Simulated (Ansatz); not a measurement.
We consider grey tin (α-Sn), described by PBE+SOC (Ansatz, an electronic-structure program, PAW).

Settings: plane-wave cutoff 520 eV, 10×10×10 k mesh, Fermi–Dirac smearing 0.01 eV, PAW data made under PBE.

Cell (relaxed at this level):

Space group Fd-3m, origin choice 1 (No. 227); a = 6.655 Å, b = 6.655 Å, c = 6.655 Å, α = 90.00°, β = 90.00°, γ = 90.00°

```csv
atom,site,symmetry,x,y,z
Sn,8b,-43m,0.5000,0.5000,0.5000
```
(The calculation used a cell of 2 atoms; values per cell refer to that cell.)

Estimate the bulk modulus and pressure derivative B′ of the bulk modulus that the calculation returns.


- bulk modulus = 35.5 GPa
- pressure derivative B′ of the bulk modulus = 5.0

The run finds no gap.

Measured, for comparison: bulk modulus 42.8 GPa (0 K value with the zero-point phonon effect removed; as tabulated in Mejia-Rodriguez and Trickey (2018), arXiv:1807.09216). Computed (rounded) less measured: bulk modulus -17 %.

Cost on a shared machine: about 3 core-minutes (a rough figure).
